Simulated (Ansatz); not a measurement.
in.yaml

```yaml
crystal:
  periodic: [false, false, false]
  atoms:
    - {symbol: O, position_ang: [0.000274, -0.000183, -0.073407]}
    - {symbol: H, position_ang: [1.647745, 0.024811, 0.394509]}
    - {symbol: H, position_ang: [-0.846687, 1.417297, 0.381718]}
    - {symbol: H, position_ang: [-0.805415, -1.439208, 0.388982]}
basis:
  gaussian: {orbitals: 6-31G}
total_charge: 1
correlation: {method: fci, electrons: outside_noble_gas}
```

```sh
$ ansatz run in.yaml --threads 1 --pin off --events-out ev --progress --plain --max-ram 2393MiB
```

The program prints:

```
276 factors; integrals over basis functions are off by at most 2.7e-8 eV
mean field evaluation 1: about -2047.0238 eV, gradient 8.5e1 eV
mean field evaluation 2: about -2047.0309 eV, gradient 8.5e1 eV
mean field evaluation 4: about -2062.8663 eV, gradient 1.9e1 eV
mean field evaluation 8: about -2063.7819 eV, gradient 4.0e-1 eV
mean field evaluation 16: about -2058.2157 eV, gradient 1.5e1 eV
mean field evaluation 32: about -2063.7819 eV, gradient 4.2e-1 eV
mean field -2063.78550919 eV, -75.8427185788 hartree, gradient 1.7e-6 eV, S^2 0.000000; 0 other end points of the search recorded, 0 dependent functions left out; unrestricted orbitals would lower it
unrestricted determinant -2065.83295191 eV, -75.9179607108 hartree, S^2 1.8239
1 core orbitals not correlated: weight in the atoms' cores, before any rotation towards them, 1.000 or more for the frozen orbitals, at most 0.000 for the correlated occupied ones
reference -2063.78550919 eV, -75.8427185788 hartree; 4, 4 occupied and 10, 10 virtual orbitals, 276 factors
state -2070.29423996 eV, -76.0819100227 hartree
Total energy: -2070.29423996 eV, -76.0819100227 hartree
```

Ran on 1 thread of Arm Neoverse V1, shared host: 1.9 s wall, 0.17 GiB peak host memory.
